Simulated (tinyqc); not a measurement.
Worked calculation (part 1 of 3): UHF in the sto-3g basis, for CH2, spin multiplicity 3. Computed by tinyqc, a small Python program that keeps every step (integrals from PySCF). Settings: charge = 0, multiplicity = 3, basis = sto-3g, energy threshold = 1e-09, iteration cap = 56, orthogonalisation = symmetric, start = Wolfsberg-Helmholz matrix, DIIS depth = 4, method = UHF. Command: `OMP_NUM_THREADS=1 python tinyqc.py 27952 27953 out.jsonl` (the two numbers bound the seeds that draw the settings). One thread of a shared host (Intel(R) Xeon(R) Processor @ 2.60GHz), about 0.2 s of CPU time with the checks. Later iterations appear only in the table of the cycle.

## One-electron integrals

Geometry (angstrom):
```
atom         x          y         z
C     0.000000   0.000000  0.000000
H     0.000000   1.301000  0.720000
H     0.000000  -1.289000  0.713000
```

Basis sto-3g: exponents (1/bohr^2) and contraction coefficients of normalised primitives:
```
element  l (shell)   exponent  coefficient
C            s (1)  71.616837     0.154329
C            s (1)  13.045096     0.535328
C            s (1)   3.530512     0.444635
C            s (2)   2.941249    -0.099967
C            s (2)   0.683483     0.399513
C            s (2)   0.222290     0.700115
C            p (3)   2.941249     0.155916
C            p (3)   0.683483     0.607684
C            p (3)   0.222290     0.391957
H            s (1)   3.425251     0.154329
H            s (1)   0.623914     0.535328
H            s (1)   0.168855     0.444635
```

Overlap, kinetic and nuclear-attraction integrals over the contracted functions; the nuclear repulsion is the sum of Za Zb / Rab.

nuclear repulsion = 4.49503795 hartree

overlap S, order 1C 1s, 1C 2s, 1C 2px, 1C 2py, 1C 2pz, 2H 1s, 3H 1s:
$$\begin{pmatrix}
1.000000 & 0.248362 & 0.000000 & 0.000000 & 0.000000 & 0.025218 & 0.026004 \\
0.248362 & 1.000000 & 0.000000 & 0.000000 & 0.000000 & 0.291254 & 0.297144 \\
0.000000 & 0.000000 & 1.000000 & 0.000000 & 0.000000 & 0.000000 & 0.000000 \\
0.000000 & 0.000000 & 0.000000 & 1.000000 & 0.000000 & 0.277749 & -0.282297 \\
0.000000 & 0.000000 & 0.000000 & 0.000000 & 1.000000 & 0.153712 & 0.156150 \\
0.025218 & 0.291254 & 0.000000 & 0.277749 & 0.153712 & 1.000000 & 0.041743 \\
0.026004 & 0.297144 & 0.000000 & -0.282297 & 0.156150 & 0.041743 & 1.000000
\end{pmatrix}$$

kinetic energy T (hartree), order 1C 1s, 1C 2s, 1C 2px, 1C 2py, 1C 2pz, 2H 1s, 3H 1s:
$$\begin{pmatrix}
15.891122 & -0.085890 & 0.000000 & 0.000000 & 0.000000 & -0.007569 & -0.007842 \\
-0.085890 & 0.472250 & 0.000000 & 0.000000 & 0.000000 & 0.019271 & 0.021126 \\
0.000000 & 0.000000 & 1.477728 & 0.000000 & 0.000000 & 0.000000 & 0.000000 \\
0.000000 & 0.000000 & 0.000000 & 1.477728 & 0.000000 & 0.073921 & -0.077376 \\
0.000000 & 0.000000 & 0.000000 & 0.000000 & 1.477728 & 0.040909 & 0.042800 \\
-0.007569 & 0.019271 & 0.000000 & 0.073921 & 0.040909 & 0.760032 & -0.010066 \\
-0.007842 & 0.021126 & 0.000000 & -0.077376 & 0.042800 & -0.010066 & 0.760032
\end{pmatrix}$$

nuclear attraction V (hartree), order 1C 1s, 1C 2s, 1C 2px, 1C 2py, 1C 2pz, 2H 1s, 3H 1s:
$$\begin{pmatrix}
-34.367862 & -4.369838 & 0.000000 & 0.000152 & -0.008895 & -0.449834 & -0.463813 \\
-4.369838 & -5.901901 & 0.000000 & 0.001572 & -0.101059 & -1.313667 & -1.345606 \\
0.000000 & 0.000000 & -5.817103 & 0.000000 & 0.000000 & 0.000000 & 0.000000 \\
0.000152 & 0.001572 & 0.000000 & -5.915166 & 0.000640 & -1.137568 & 1.161945 \\
-0.008895 & -0.101059 & 0.000000 & 0.000640 & -5.847122 & -0.643068 & -0.656407 \\
-0.449834 & -1.313667 & 0.000000 & -1.137568 & -0.643068 & -3.557078 & -0.169498 \\
-0.463813 & -1.345606 & 0.000000 & 1.161945 & -0.656407 & -0.169498 & -3.576560
\end{pmatrix}$$

core Hamiltonian H = T + V (hartree), order 1C 1s, 1C 2s, 1C 2px, 1C 2py, 1C 2pz, 2H 1s, 3H 1s:
$$\begin{pmatrix}
-18.476740 & -4.455728 & 0.000000 & 0.000152 & -0.008895 & -0.457404 & -0.471655 \\
-4.455728 & -5.429651 & 0.000000 & 0.001572 & -0.101059 & -1.294396 & -1.324480 \\
0.000000 & 0.000000 & -4.339375 & 0.000000 & 0.000000 & 0.000000 & 0.000000 \\
0.000152 & 0.001572 & 0.000000 & -4.437438 & 0.000640 & -1.063647 & 1.084570 \\
-0.008895 & -0.101059 & 0.000000 & 0.000640 & -4.369394 & -0.602159 & -0.613607 \\
-0.457404 & -1.294396 & 0.000000 & -1.063647 & -0.602159 & -2.797046 & -0.179564 \\
-0.471655 & -1.324480 & 0.000000 & 1.084570 & -0.613607 & -0.179564 & -2.816529
\end{pmatrix}$$

## Two-electron integrals

Functions are numbered as in S; the eight-fold symmetry (ij|kl) = (ji|kl) = (kl|ij) leaves the list below.

Two-electron integrals (ij|kl) in chemists' order, unique and non-zero (hartree):
```
(11|11) 3.541948    (21|11) 0.576921    (21|21) 0.111888    (22|11) 0.854682
(22|21) 0.205284    (22|22) 0.624709    (31|31) 0.020296    (32|31) 0.030858
(32|32) 0.137996    (33|11) 0.852436    (33|21) 0.205335    (33|22) 0.624568
(33|33) 0.672833    (41|41) 0.020296    (42|41) 0.030858    (42|42) 0.137996
(43|43) 0.036269    (44|11) 0.852436    (44|21) 0.205335    (44|22) 0.624568
(44|33) 0.600295    (44|44) 0.672833    (51|51) 0.020296    (52|51) 0.030858
(52|52) 0.137996    (53|53) 0.036269    (54|54) 0.036269    (55|11) 0.852436
(55|21) 0.205335    (55|22) 0.624568    (55|33) 0.600295    (55|44) 0.600295
(55|55) 0.672833    (61|11) 0.058790    (61|21) 0.011340    (61|22) 0.020800
(61|33) 0.020739    (61|41) 0.000568    (61|42) 0.001074    (61|44) 0.020886
(61|51) 0.000314    (61|52) 0.000595    (61|54) 0.000081    (61|55) 0.020784
(61|61) 0.001172    (62|11) 0.172206    (62|21) 0.042069    (62|22) 0.145225
(62|33) 0.141524    (62|41) 0.003442    (62|42) 0.026053    (62|44) 0.149909
(62|51) 0.001905    (62|52) 0.014418    (62|54) 0.004640    (62|55) 0.144092
(62|61) 0.004445    (62|62) 0.048847    (63|31) 0.003839    (63|32) 0.021498
(63|43) 0.004792    (63|53) 0.002652    (63|63) 0.005250    (64|11) 0.140797
(64|21) 0.034790    (64|22) 0.127322    (64|33) 0.121192    (64|41) 0.006219
(64|42) 0.041972    (64|44) 0.137403    (64|51) 0.001317    (64|52) 0.011331
(64|54) 0.006319    (64|55) 0.123221    (64|61) 0.003804    (64|62) 0.050651
(64|64) 0.056815    (65|11) 0.077920    (65|21) 0.019254    (65|22) 0.070463
(65|33) 0.067070    (65|41) 0.001317    (65|42) 0.011331    (65|44) 0.070737
(65|51) 0.004568    (65|52) 0.027769    (65|54) 0.006822    (65|55) 0.073498
(65|61) 0.002105    (65|62) 0.028031    (65|64) 0.028537    (65|65) 0.021043
(66|11) 0.354241    (66|21) 0.087902    (66|22) 0.346876    (66|33) 0.330597
(66|41) 0.007656    (66|42) 0.080848    (66|44) 0.367608    (66|51) 0.004237
(66|52) 0.044743    (66|54) 0.020482    (66|55) 0.341933    (66|61) 0.009339
(66|62) 0.159987    (66|64) 0.182004    (66|65) 0.100725    (66|66) 0.774606
(71|11) 0.060616    (71|21) 0.011693    (71|22) 0.021448    (71|33) 0.021384
(71|41) -0.000586   (71|42) -0.001110   (71|44) 0.021537    (71|51) 0.000324
(71|52) 0.000614    (71|54) -0.000084   (71|55) 0.021431    (71|61) 0.001173
(71|62) 0.004307    (71|64) 0.003437    (71|65) 0.002050    (71|66) 0.008990
(71|71) 0.001246    (72|11) 0.176434    (72|21) 0.043098    (72|22) 0.148627
(72|33) 0.144841    (72|41) -0.003530   (72|42) -0.026636   (72|44) 0.153420
(72|51) 0.001952    (72|52) 0.014734    (72|54) -0.004745   (72|55) 0.147466
(72|61) 0.004279    (72|62) 0.032388    (72|64) 0.025129    (72|65) 0.018118
(72|66) 0.079117    (72|71) 0.004696    (72|72) 0.050962    (73|31) 0.003948
(73|32) 0.022064    (73|43) -0.004909   (73|53) 0.002715    (73|63) 0.003165
(73|73) 0.005503    (74|11) -0.143796   (74|21) -0.035529   (74|22) -0.129901
(74|33) -0.123630   (74|41) 0.006386    (74|42) 0.042970    (74|44) -0.140219
(74|51) -0.001349   (74|52) -0.011564   (74|54) 0.006461    (74|55) -0.125702
(74|61) -0.003403   (74|62) -0.025020   (74|64) -0.017067   (74|65) -0.013806
(74|66) -0.060121   (74|71) -0.004008   (74|72) -0.052692   (74|74) 0.058991
(75|11) 0.079539    (75|21) 0.019653    (75|22) 0.071854    (75|33) 0.068385
(75|41) -0.001349   (75|42) -0.011564   (75|44) 0.072130    (75|51) 0.004694
(75|52) 0.028461    (75|54) -0.006981   (75|55) 0.074962    (75|61) 0.002029
(75|62) 0.018068    (75|64) 0.013820    (75|65) 0.013059    (75|66) 0.046177
(75|71) 0.002217    (75|72) 0.029146    (75|74) -0.029586   (75|75) 0.021868
(76|11) 0.021883    (76|21) 0.005366    (76|22) 0.019210    (76|33) 0.018715
(76|41) 1.34e-06    (76|42) 0.000016    (76|44) 0.019245    (76|51) 0.000415
(76|52) 0.003376    (76|54) 3.28e-06    (76|55) 0.019650    (76|61) 0.000553
(76|62) 0.005583    (76|64) 0.005096    (76|65) 0.003542    (76|66) 0.016746
(76|71) 0.000571    (76|72) 0.005689    (76|74) -0.005167   (76|75) 0.003599
(76|76) 0.000832    (77|11) 0.357481    (77|21) 0.088701    (77|22) 0.349705
(77|33) 0.333169    (77|41) -0.007787   (77|42) -0.081916   (77|44) 0.370776
(77|51) 0.004307    (77|52) 0.045311    (77|54) -0.020802   (77|55) 0.344675
(77|61) 0.008797    (77|62) 0.077880    (77|64) 0.059393    (77|65) 0.045604
(77|66) 0.204248    (77|71) 0.009722    (77|72) 0.163925    (77|74) -0.185963
(77|75) 0.102864    (77|76) 0.016746    (77|77) 0.774606
```

## Orthogonalisation

S = U s U^T; symmetric (Loewdin) form X = U s^(-1/2) U^T, so that X^T S X = 1.

eigenvalues of S: [0.508562, 0.582739, 0.884869, 1.000000, 1.094582, 1.375612, 1.553635]

X, order 1C 1s, 1C 2s, 1C 2px, 1C 2py, 1C 2pz, 2H 1s, 3H 1s:
$$\begin{pmatrix}
1.025648 & -0.139206 & 0.000000 & 0.000165 & -0.005089 & 0.017888 & 0.018218 \\
-0.139206 & 1.103481 & 0.000000 & -0.001563 & 0.040544 & -0.167784 & -0.172137 \\
0.000000 & 0.000000 & 1.000000 & 0.000000 & 0.000000 & 0.000000 & 0.000000 \\
0.000165 & -0.001563 & 0.000000 & 1.069347 & -0.000721 & -0.159864 & 0.163260 \\
-0.005089 & 0.040544 & 0.000000 & -0.000721 & 1.020745 & -0.086423 & -0.088290 \\
0.017888 & -0.167784 & 0.000000 & -0.159864 & -0.086423 & 1.081655 & -0.010042 \\
0.018218 & -0.172137 & 0.000000 & 0.163260 & -0.088290 & -0.010042 & 1.085135
\end{pmatrix}$$

## Starting guess

The start is the generalised Wolfsberg-Helmholz matrix (K = 1.75) built on H; D(s) = C_occ C_occ^T for each spin.

D(alpha) at the start, order 1C 1s, 1C 2s, 1C 2px, 1C 2py, 1C 2pz, 2H 1s, 3H 1s:
$$\begin{pmatrix}
1.038296 & -0.158624 & 0.000000 & -0.001203 & 0.043913 & -0.072322 & -0.073559 \\
-0.158624 & 0.680521 & 0.000000 & 0.004343 & -0.153284 & 0.199302 & 0.202141 \\
0.000000 & 0.000000 & 1.000000 & 0.000000 & 0.000000 & 0.000000 & 0.000000 \\
-0.001203 & 0.004343 & 0.000000 & 0.715123 & 0.001584 & 0.178286 & -0.178267 \\
0.043913 & -0.153284 & 0.000000 & 0.001584 & 0.940663 & 0.062320 & 0.063138 \\
-0.072322 & 0.199302 & 0.000000 & 0.178286 & 0.062320 & 0.115439 & 0.028345 \\
-0.073559 & 0.202141 & 0.000000 & -0.178267 & 0.063138 & 0.028345 & 0.119071
\end{pmatrix}$$

D(beta) at the start, order 1C 1s, 1C 2s, 1C 2px, 1C 2py, 1C 2pz, 2H 1s, 3H 1s:
$$\begin{pmatrix}
1.021365 & -0.101299 & 0.000000 & -0.000872 & -0.073686 & -0.067785 & -0.069080 \\
-0.101299 & 0.486426 & 0.000000 & 0.003222 & 0.244894 & 0.183941 & 0.186975 \\
0.000000 & 0.000000 & 0.000000 & 0.000000 & 0.000000 & 0.000000 & 0.000000 \\
-0.000872 & 0.003222 & 0.000000 & 0.715116 & 0.003884 & 0.178198 & -0.178355 \\
-0.073686 & 0.244894 & 0.000000 & 0.003884 & 0.123815 & 0.093833 & 0.094250 \\
-0.067785 & 0.183941 & 0.000000 & 0.178198 & 0.093833 & 0.114223 & 0.027145 \\
-0.069080 & 0.186975 & 0.000000 & -0.178355 & 0.094250 & 0.027145 & 0.117886
\end{pmatrix}$$

## Iteration 1: building the Fock matrix

J_ij = sum D_kl (ij|kl) with D = D(alpha) + D(beta), K_ij = sum D_kl (ik|jl) for each spin; F = H + J - K(s); E = tr D H + tr D J / 2 - 0.5 sum_s tr D(s) K(s) + E_nn.

Coulomb J (hartree), order 1C 1s, 1C 2s, 1C 2px, 1C 2py, 1C 2pz, 2H 1s, 3H 1s:
$$\begin{pmatrix}
11.628037 & 2.250659 & 0.000000 & 0.000061 & 0.014089 & 0.229105 & 0.236229 \\
2.250659 & 5.173075 & 0.000000 & -0.000451 & 0.100967 & 1.198946 & 1.227737 \\
0.000000 & 0.000000 & 5.131516 & 0.000000 & 0.000000 & 0.000000 & 0.000000 \\
0.000061 & -0.000451 & 0.000000 & 5.218926 & -0.000132 & 1.050754 & -1.073018 \\
0.014089 & 0.100967 & 0.000000 & -0.000132 & 5.152614 & 0.593858 & 0.606118 \\
0.229105 & 1.198946 & 0.000000 & 1.050754 & 0.593858 & 2.944221 & 0.158303 \\
0.236229 & 1.227737 & 0.000000 & -1.073018 & 0.606118 & 0.158303 & 2.971189
\end{pmatrix}$$

exchange K(alpha) (hartree), order 1C 1s, 1C 2s, 1C 2px, 1C 2py, 1C 2pz, 2H 1s, 3H 1s:
$$\begin{pmatrix}
3.617276 & 0.669076 & 0.000000 & -0.000072 & 0.002996 & 0.069688 & 0.071844 \\
0.669076 & 0.984199 & 0.000000 & 0.000803 & -0.039911 & 0.295095 & 0.301368 \\
0.000000 & 0.000000 & 0.860006 & 0.000000 & 0.000000 & 0.000000 & 0.000000 \\
-0.000072 & 0.000803 & 0.000000 & 0.802206 & 0.000084 & 0.242482 & -0.246510 \\
0.002996 & -0.039911 & 0.000000 & 0.000084 & 0.850852 & 0.123720 & 0.126138 \\
0.069688 & 0.295095 & 0.000000 & 0.242482 & 0.123720 & 0.321982 & 0.048637 \\
0.071844 & 0.301368 & 0.000000 & -0.246510 & 0.126138 & 0.048637 & 0.331664
\end{pmatrix}$$

exchange K(beta) (hartree), order 1C 1s, 1C 2s, 1C 2px, 1C 2py, 1C 2pz, 2H 1s, 3H 1s:
$$\begin{pmatrix}
3.565268 & 0.618676 & 0.000000 & -0.000054 & -0.003887 & 0.063116 & 0.065061 \\
0.618676 & 0.627295 & 0.000000 & 0.000005 & 0.244302 & 0.253741 & 0.259212 \\
0.000000 & 0.000000 & 0.133013 & 0.000000 & 0.000000 & 0.000000 & 0.000000 \\
-0.000054 & 0.000005 & 0.000000 & 0.710940 & 0.001507 & 0.232800 & -0.236742 \\
-0.003887 & 0.244302 & 0.000000 & 0.001507 & 0.248972 & 0.134963 & 0.136999 \\
0.063116 & 0.253741 & 0.000000 & 0.232800 & 0.134963 & 0.312957 & 0.043247 \\
0.065061 & 0.259212 & 0.000000 & -0.236742 & 0.136999 & 0.043247 & 0.322240
\end{pmatrix}$$

F(alpha) (hartree), order 1C 1s, 1C 2s, 1C 2px, 1C 2py, 1C 2pz, 2H 1s, 3H 1s:
$$\begin{pmatrix}
-10.465979 & -2.874145 & 0.000000 & 0.000285 & 0.002198 & -0.297987 & -0.307270 \\
-2.874145 & -1.240775 & 0.000000 & 0.000319 & 0.039819 & -0.390545 & -0.398111 \\
0.000000 & 0.000000 & -0.067865 & 0.000000 & 0.000000 & 0.000000 & 0.000000 \\
0.000285 & 0.000319 & 0.000000 & -0.020717 & 0.000424 & -0.255375 & 0.258062 \\
0.002198 & 0.039819 & 0.000000 & 0.000424 & -0.067632 & -0.132020 & -0.133628 \\
-0.297987 & -0.390545 & 0.000000 & -0.255375 & -0.132020 & -0.174807 & -0.069898 \\
-0.307270 & -0.398111 & 0.000000 & 0.258062 & -0.133628 & -0.069898 & -0.177003
\end{pmatrix}$$

F(beta) (hartree), order 1C 1s, 1C 2s, 1C 2px, 1C 2py, 1C 2pz, 2H 1s, 3H 1s:
$$\begin{pmatrix}
-10.413971 & -2.823745 & 0.000000 & 0.000266 & 0.009081 & -0.291414 & -0.300487 \\
-2.823745 & -0.883871 & 0.000000 & 0.001117 & -0.244394 & -0.349191 & -0.355956 \\
0.000000 & 0.000000 & 0.659128 & 0.000000 & 0.000000 & 0.000000 & 0.000000 \\
0.000266 & 0.001117 & 0.000000 & 0.070549 & -0.000999 & -0.245692 & 0.248294 \\
0.009081 & -0.244394 & 0.000000 & -0.000999 & 0.534247 & -0.143263 & -0.144489 \\
-0.291414 & -0.349191 & 0.000000 & -0.245692 & -0.143263 & -0.165783 & -0.064509 \\
-0.300487 & -0.355956 & 0.000000 & 0.248294 & -0.144489 & -0.064509 & -0.167579
\end{pmatrix}$$

total energy of this density = -37.92147224 hartree

## Iteration 1: diagonalisation and new density

Diagonalise F' = X^T F X, C = X C', fill 5 alpha and 3 beta electrons from the bottom; D(s) = C_occ C_occ^T. Each column has its largest component positive (the first on a tie).

F' = X^T F X (alpha) (hartree):
$$\begin{pmatrix}
-10.231595 & -1.550300 & 0.000000 & 0.000810 & -0.023052 & 0.010382 & 0.009111 \\
-1.550300 & -0.570566 & 0.000000 & -0.002679 & 0.124553 & -0.274524 & -0.280972 \\
0.000000 & 0.000000 & -0.067865 & 0.000000 & 0.000000 & 0.000000 & 0.000000 \\
0.000810 & -0.002679 & 0.000000 & 0.148196 & -0.001098 & -0.288944 & 0.293608 \\
-0.023052 & 0.124553 & 0.000000 & -0.001098 & -0.019644 & -0.145410 & -0.148238 \\
0.010382 & -0.274524 & 0.000000 & -0.288944 & -0.145410 & 0.018685 & -0.032296 \\
0.009111 & -0.280972 & 0.000000 & 0.293608 & -0.148238 & -0.032296 & 0.023946
\end{pmatrix}$$

orbital energies (alpha) (hartree): MO1 -10.474489, MO2 -0.590755, MO3 -0.313724, MO4 -0.161987, MO5 -0.067865, MO6 0.394088, MO7 0.515889

coefficients C (alpha), order 1C 1s, 1C 2s, 1C 2px, 1C 2py, 1C 2pz, 2H 1s, 3H 1s:
$$\begin{pmatrix}
0.991833 & -0.232986 & -0.001021 & 0.092957 & 0.000000 & -0.158959 & 0.009267 \\
0.032245 & 0.783528 & 0.004898 & -0.397480 & 0.000000 & 0.722206 & -0.043876 \\
0.000000 & 0.000000 & 0.000000 & 0.000000 & 1.000000 & 0.000000 & 0.000000 \\
-0.000080 & -0.000991 & 0.541186 & 0.000073 & 0.000000 & 0.048550 & 0.948934 \\
0.001123 & -0.013703 & -0.002091 & 0.817394 & 0.000000 & 0.624045 & -0.033099 \\
-0.005027 & 0.282622 & 0.471321 & 0.287389 & 0.000000 & -0.700870 & -0.596422 \\
-0.005144 & 0.286862 & -0.467719 & 0.283542 & 0.000000 & -0.639055 & 0.672433
\end{pmatrix}$$

F' = X^T F X (beta) (hartree):
$$\begin{pmatrix}
-10.184731 & -1.550011 & 0.000000 & 0.000681 & 0.020733 & 0.008064 & 0.006793 \\
-1.550011 & -0.204520 & 0.000000 & -0.001964 & -0.160782 & -0.264853 & -0.271046 \\
0.000000 & 0.000000 & 0.659128 & 0.000000 & 0.000000 & 0.000000 & 0.000000 \\
0.000681 & -0.001964 & 0.000000 & 0.246038 & -0.002626 & -0.293417 & 0.298266 \\
0.020733 & -0.160782 & 0.000000 & -0.002626 & 0.588024 & -0.161683 & -0.164484 \\
0.008064 & -0.264853 & 0.000000 & -0.293417 & -0.161683 & 0.021543 & -0.031870 \\
0.006793 & -0.271046 & 0.000000 & 0.298266 & -0.164484 & -0.031870 & 0.026891
\end{pmatrix}$$

orbital energies (beta) (hartree): MO1 -10.420128, MO2 -0.440813, MO3 -0.277958, MO4 0.382614, MO5 0.580061, MO6 0.659128, MO7 0.669471

coefficients C (beta), order 1C 1s, 1C 2s, 1C 2px, 1C 2py, 1C 2pz, 2H 1s, 3H 1s:
$$\begin{pmatrix}
0.993212 & -0.177651 & -0.000851 & -0.231984 & 0.007308 & 0.000000 & 0.010502 \\
0.027036 & 0.568930 & 0.003828 & 0.985172 & -0.030038 & 0.000000 & 0.024197 \\
0.000000 & 0.000000 & 0.000000 & 0.000000 & 0.000000 & 1.000000 & 0.000000 \\
-0.000072 & -0.002957 & 0.488652 & 0.025919 & 0.976809 & 0.000000 & -0.045826 \\
0.000939 & 0.206707 & 0.002578 & -0.024475 & 0.044994 & 0.000000 & 1.006725 \\
-0.004264 & 0.399264 & 0.508046 & -0.620676 & -0.601942 & 0.000000 & -0.257798 \\
-0.004367 & 0.406468 & -0.498738 & -0.593393 & 0.613772 & 0.000000 & -0.315000
\end{pmatrix}$$

D(alpha) after iteration 1, order 1C 1s, 1C 2s, 1C 2px, 1C 2py, 1C 2pz, 2H 1s, 3H 1s:
$$\begin{pmatrix}
1.046657 & -0.187523 & 0.000000 & -0.000394 & 0.080291 & -0.044599 & -0.045102 \\
-0.187523 & 0.772971 & 0.000000 & 0.001843 & -0.335609 & 0.109357 & 0.109606 \\
0.000000 & 0.000000 & 1.000000 & 0.000000 & 0.000000 & 0.000000 & 0.000000 \\
-0.000394 & 0.001843 & 0.000000 & 0.292884 & -0.001058 & 0.254814 & -0.253386 \\
0.080291 & -0.335609 & 0.000000 & -0.001058 & 0.668326 & 0.230046 & 0.228807 \\
-0.044599 & 0.109357 & 0.000000 & 0.254814 & 0.230046 & 0.384636 & -0.057860 \\
-0.045102 & 0.109606 & 0.000000 & -0.253386 & 0.228807 & -0.057860 & 0.381473
\end{pmatrix}$$

D(beta) after iteration 1, order 1C 1s, 1C 2s, 1C 2px, 1C 2py, 1C 2pz, 2H 1s, 3H 1s:
$$\begin{pmatrix}
1.018031 & -0.074222 & 0.000000 & 0.000038 & -0.035792 & -0.075597 & -0.076122 \\
-0.074222 & 0.324427 & 0.000000 & 0.000186 & 0.117637 & 0.228983 & 0.229225 \\
0.000000 & 0.000000 & 0.000000 & 0.000000 & 0.000000 & 0.000000 & 0.000000 \\
0.000038 & 0.000186 & 0.000000 & 0.238789 & 0.000649 & 0.247077 & -0.244911 \\
-0.035792 & 0.117637 & 0.000000 & 0.000649 & 0.042735 & 0.083837 & 0.082730 \\
-0.075597 & 0.228983 & 0.000000 & 0.247077 & 0.083837 & 0.417541 & -0.091075 \\
-0.076122 & 0.229225 & 0.000000 & -0.244911 & 0.082730 & -0.091075 & 0.413975
\end{pmatrix}$$
